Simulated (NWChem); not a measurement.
# One shape, several levels: C3H2O (2-cyclopropen-1-one)

We compute a comparison of 6 runs (B3LYP/def2-SVPD, B3LYP/6-31G*, M06-2X/def2-SVPD, PBE/def2-SVPD, PBE0/def2-SVPD) of C3H2O (2-cyclopropen-1-one). 

The calculation is run with NWChem 7.3.0.

5 further runs of the same task are left out: 5 set aside as unsound or not needed. Runs told in other sessions of the task aren't counted.

## 1. The molecule

C3H2O has 6 atoms, charge 0, and is taken as a singlet. As SMILES, `O=c1cc1`. Geometry: relaxed at PBE0-D4/def2-TZVP.

Bond lengths: O1–C2 1.196 Å, C2–C3 1.424 Å, C2–C4 1.424 Å, C3–C4 1.339 Å, C3–H5 1.083 Å, C4–H6 1.083 Å. Angles: O1–C2–C3 152.0°, O1–C2–C4 152.0°, C3–C2–C4 56.1°, C2–C3–C4 62.0°, C2–C4–C3 62.0°, C2–C3–H5 154.0°, C4–C3–H5 144.1°, C2–C4–H6 154.0°, C3–C4–H6 144.1°.

## 2. Energy and gradient at B3LYP/def2-SVPD (run 1)

c3h2o.xyz

```xyz
6
C3H2O
O     -0.019410    -1.860760     0.851810
C     -0.008060    -0.772930     0.353820
C      0.589100     0.229390    -0.462270
C     -0.581400     0.509900     0.123850
H      1.361720     0.623210    -1.110520
H     -1.341940     1.271190     0.243330
```

run.py

```python
from ase.io import read
from ase.calculators.nwchem import NWChem

system = read('c3h2o.xyz')

calc = NWChem(
    label='c3h2o',
    theory='dft',
    memory='2200 mb',
    basis='def2-SVPD',
    basispar='spherical bse',
    dft={'xc': 'b3lyp', 'mult': '1', 'grid': 'fine', 'convergence': 'energy 1e-08', 'iterations': '100', 'mulliken': None, 'print': 'low'},
)
system.calc = calc

forces = system.get_forces()
print(f"energy = {system.get_potential_energy():.6f} eV")
print("forces (eV/A):")
for s, f in zip(system.symbols, forces):
    print(f"{s:2s} {f[0]:10.5f} {f[1]:10.5f} {f[2]:10.5f}")
```

On the command line:

```console
export ASE_NWCHEM_COMMAND="nwchem PREFIX.nwi > PREFIX.nwo"
python run.py
```

Output:

```text
energy = -5184.197460 eV
forces (eV/A):
O    -0.00710   -0.68391    0.31301
C     0.00118    0.12156   -0.05554
C     0.37985    0.03564   -0.24749
C    -0.37703    0.21731    0.13159
H     0.21649    0.10320   -0.17838
H    -0.21340    0.20615    0.03682
```

The calculator wrote c3h2o.nwi:

```
title "c3h2o"

permanent_dir c3h2o

scratch_dir c3h2o

start c3h2o

geometry units angstrom nocenter noautosym noautoz
  O  -1.9410000000000000e-02 -1.8607600000000000e+00 8.5180999999999996e-01
  C  -8.0599999999999995e-03 -7.7293000000000001e-01 3.5382000000000002e-01
  C  5.8909999999999996e-01 2.2939000000000001e-01 -4.6227000000000001e-01
  C  -5.8140000000000003e-01 5.0990000000000002e-01 1.2385000000000000e-01
  H  1.3617200000000000e+00 6.2321000000000004e-01 -1.1105200000000000e+00
  H  -1.3419399999999999e+00 1.2711900000000000e+00 2.4332999999999999e-01
end

memory 2200 mb

basis spherical bse noprint
   * library def2-SVPD
end

dft
  xc b3lyp
  mult 1
  grid fine
  convergence energy 1e-08
  iterations 100
  mulliken
  print low
end

task dft gradient
```

c3h2o.nwo:

```text
Northwest Computational Chemistry Package (NWChem) 7.3.0
             --------------------------------------------------------

           Job information
           ---------------

    nwchem branch   = 7.3.0
    use scalapack   = T
    input           = c3h2o.nwi
    prefix          = c3h2o.
    data base       = c3h2o/c3h2o.db
    status          = startup
    nproc           =        1

           Memory information
           ------------------

    heap     =     72089596 doubles =      550.0 Mbytes
    stack    =     72089601 doubles =      550.0 Mbytes
    global   =    144179200 doubles =     1100.0 Mbytes (distinct from heap & stack)
    total    =    288358397 doubles =     2200.0 Mbytes
    verify   = yes
    hardfail = no

[... 38 lines left out ...]
            Nuclear Dipole moment (a.u.)
[... 75 lines left out ...]
   convergence    iter        energy       DeltaE   RMS-Dens  Diis-err    time
[... 14 lines left out ...]
         Total DFT energy =     -190.515744248759
      One electron energy =     -447.399845526751
           Coulomb energy =      186.356070838099
    Exchange-Corr. energy =      -25.511439468520
 Nuclear repulsion energy =       96.039469908414
[... 31 lines left out ...]
                         DFT ENERGY GRADIENTS

    atom               coordinates                        gradient
                 x          y          z           x          y          z
   1 O      -0.036680  -3.516327   1.609687    0.000138   0.013300  -0.006087
   2 C      -0.015231  -1.460626   0.668623   -0.000023  -0.002364   0.001080
   3 C       1.113238   0.433484  -0.873564   -0.007387  -0.000693   0.004813
   4 C      -1.098687   0.963571   0.234043    0.007332  -0.004226  -0.002559
   5 H       2.573278   1.177696  -2.098579   -0.004210  -0.002007   0.003469
   6 H      -2.535899   2.402201   0.459827    0.004150  -0.004009  -0.000716

 Task  times  cpu:       17.2s     wall:       17.2s
 Total times  cpu:       17.2s     wall:       17.2s
```

It took 18 s on 1 thread of AMD EPYC 7B13 (Zen 3), shared host; peak memory 0.12 GiB.

## 3. Energy and forces at B3LYP/6-31G(d) (spherical functions) (run 2)

struct.nw

```
start struct
title "C3H2O B3LYP"
memory total 2200 mb
geometry units bohr noautosym nocenter noautoz
  O   -0.03667958  -3.51632678   1.60968761
  C   -0.01523119  -1.46062601   0.66862290
  C    1.11323766   0.43348428  -0.87356370
  C   -1.09868677   0.96357135   0.23404258
  H    2.57327786   1.17769622  -2.09857866
  H   -2.53589908   2.40220095   0.45982706
end
basis spherical bse
  * library 6-31G*
end
dft
  xc b3lyp
  grid xfine
  convergence energy 1e-08
  iterations 100
  mulliken
  noprint "final vectors analysis"
end
task dft gradient
```

On the command line:

```console
nwchem struct.nw > struct.out
```

Output:

```text
[...]
          Wavefunction type:  closed shell.
          No. of atoms     :     6
          No. of electrons :    28
[...]
          Charge           :     0
          Spin multiplicity:     1
[...]
          AO basis - number of functions:    60
[...]
              XC Information
              --------------
                         B3LYP Method XC Potential
                     Hartree-Fock (Exact) Exchange  0.200
                        Slater Exchange Functional  0.800 local
                    Becke 1988 Exchange Functional  0.720 non-local
              Lee-Yang-Parr Correlation Functional  0.810
                  VWN I RPA Correlation Functional  0.190 local
[...]
 d= 0,ls=0.0,diis     1   -190.5220689007 -2.87D+02  3.90D-02  8.99D-01     1.5
[...]
 d= 0,ls=0.0,diis    10   -190.6378148450 -6.62D-09  9.53D-07  3.12D-09    12.4
         Total DFT energy =     -190.637814845029
      One electron energy =     -447.915635945989
           Coulomb energy =      186.824260911937
    Exchange-Corr. energy =      -25.585902800040
 Nuclear repulsion energy =       96.039462989063
[...]
      Total Density - Mulliken Population Analysis
     ---------------------------------------------
    Atom       Charge   Shell Charges
 -----------   ------   -------------------------------------------------------
    1 O    8     8.40   2.00  0.92  2.88  0.91  1.66  0.03
    2 C    6     5.69   2.00  0.68  2.00  0.35  0.55  0.11
    3 C    6     6.13   2.00  0.70  2.05  0.59  0.76  0.04
    4 C    6     6.13   2.00  0.70  2.05  0.59  0.76  0.04
    5 H    1     0.83   0.52  0.31
    6 H    1     0.83   0.52  0.31
[...]
  wavefunction    = closed shell
                         DFT ENERGY GRADIENTS
    atom               coordinates                        gradient
                 x          y          z           x          y          z
   1 O      -0.036680  -3.516327   1.609688    0.000204   0.019641  -0.008990
   2 C      -0.015231  -1.460626   0.668623   -0.000048  -0.004782   0.002187
   3 C       1.113238   0.433484  -0.873564   -0.008232  -0.004412   0.007006
   4 C      -1.098687   0.963571   0.234043    0.008095  -0.008330  -0.001171
   5 H       2.573278   1.177696  -2.098579   -0.001510  -0.000700   0.001235
   6 H      -2.535899   2.402201   0.459827    0.001491  -0.001418  -0.000267
[...]
```

It took 16 s on 1 thread of AMD EPYC 7B13 (Zen 3), shared host; peak memory 0.13 GiB.

Runs 3 to 5 aren't shown in full; the table further down has their settings and results.

## 4. Energy and forces at PBE0/def2-SVPD (run 6)

c3h2o.nw

```
echo
start c3h2o
memory total 2200 mb
geometry units angstrom noautosym nocenter noautoz
  O     -0.019410    -1.860760     0.851810
  C     -0.008060    -0.772930     0.353820
  C      0.589100     0.229390    -0.462270
  C     -0.581400     0.509900     0.123850
  H      1.361720     0.623210    -1.110520
  H     -1.341940     1.271190     0.243330
end
basis spherical bse
  * library def2-SVPD
end
dft
  xc pbe0
  grid fine
  convergence energy 1e-08
  maxiter 100
  mulliken
  noprint "final vectors analysis"
end
task dft gradient
```

On the command line:

```console
nwchem c3h2o.nw > c3h2o.out
```

Output:

```text
[...]
          Wavefunction type:  closed shell.
          No. of atoms     :     6
          No. of electrons :    28
[...]
          Charge           :     0
          Spin multiplicity:     1
[...]
          AO basis - number of functions:    99
[...]
              XC Information
              --------------
                         PBE0 Method XC Functional
                     Hartree-Fock (Exact) Exchange  0.250
          PerdewBurkeErnzerhof Exchange Functional  0.750
            Perdew 1991 LDA Correlation Functional  1.000 local
           PerdewBurkeErnz. Correlation Functional  1.000 non-local
[...]
 d= 0,ls=0.0,diis     1   -190.1900355472 -2.86D+02  2.35D-02  8.48D-01     1.5
[...]
 d= 0,ls=0.0,diis     8   -190.2986222222 -1.46D-09  8.62D-06  9.20D-07    10.0
         Total DFT energy =     -190.298622222156
      One electron energy =     -447.373532303318
           Coulomb energy =      186.324983266780
    Exchange-Corr. energy =      -25.289543094032
 Nuclear repulsion energy =       96.039469908414
[...]
      Total Density - Mulliken Population Analysis
     ---------------------------------------------
    Atom       Charge   Shell Charges
 -----------   ------   -------------------------------------------------------
    1 O    8     8.50   1.99  1.10  0.71  0.11  2.83  1.60  0.13  0.02  0.01
    2 C    6     5.36   1.98  0.95  0.03 -0.08  2.03  0.37  0.12 -0.04
    3 C    6     5.90   1.98  0.94  0.58 -0.03  2.06  0.35  0.04 -0.02
    4 C    6     5.90   1.98  0.94  0.58 -0.03  2.06  0.35  0.04 -0.02
    5 H    1     1.17   0.74  0.35  0.03  0.05
    6 H    1     1.17   0.74  0.35  0.03  0.05
[...]
  wavefunction    = closed shell
                         DFT ENERGY GRADIENTS
    atom               coordinates                        gradient
                 x          y          z           x          y          z
   1 O      -0.036680  -3.516327   1.609687    0.000064   0.006231  -0.002851
   2 C      -0.015231  -1.460626   0.668623   -0.000007  -0.000852   0.000388
   3 C       1.113238   0.433484  -0.873564   -0.004135   0.001420   0.001879
   4 C      -1.098687   0.963571   0.234043    0.004140  -0.000569  -0.002266
   5 H       2.573278   1.177696  -2.098579   -0.004403  -0.002068   0.003614
   6 H      -2.535899   2.402201   0.459827    0.004340  -0.004162  -0.000763
[...]
```

Run time: 14 s. Hardware: 1 thread of AMD EPYC 7B13 (Zen 3), shared host; peak memory 0.12 GiB.

## 5. Overview of the runs

```csv
run,level,integration grid,Cartesian functions,energy (Eh),largest force (eV/Å),wall time
1,B3LYP/def2-SVPD,fine,no,-190.515744,0.752,18 s
2,B3LYP/6-31G* (spherical functions),xfine,no,-190.637815,1.111,16 s
3,B3LYP/6-31G* (Cartesian functions),xfine,yes,-190.641430,1.070,17 s
4,M06-2X/def2-SVPD,fine,no,-190.434815,0.219,21 s
5,PBE/def2-SVPD,fine,no,-190.297650,1.484,19 s
6,PBE0/def2-SVPD,fine,no,-190.298622,0.352,14 s
```

## 6. Summary of results

| quantity | value |
| --- | --- |
| run 6: total energy | -190.29862 Eh |
| run 6: dipole moment | 4.36 D |
| run 6: largest force on an atom | 0.352 eV/Å |

What this shows: Over runs 2, 3, 4, 5, 6 the dipole moment (its size) runs from 3.97 D (B3LYP/6-31G*) to 4.43 D (M06-2X/def2-SVPD). The two ends differ in method and basis. Totals of different functionals can't be ranked against each other. All runs together took 1.8 min, the longest 21 s.
